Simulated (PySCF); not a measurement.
Ozone, SMILES [O-][O+]=O (PBE0/def2-SVP optimised geometry):

```
3

O      0.912    -0.542     0.000
O     -0.322    -0.542     0.000
O     -0.912     0.542     0.000
```

Computed with PBE0/def2-TZVP run with PySCF.

**Question.** What are the frontier orbital energies and the dipole moment?

**Answer.** HOMO-2 -10.41 eV, HOMO-1 -10.02 eV, HOMO -9.64 eV, LUMO -4.77 eV, LUMO+1 3.05 eV; dipole moment 0.70 D.

Meta-Löwdin charges at PBE0/def2-TZVP: O1 -0.19, O2 0.39, O3 -0.19.
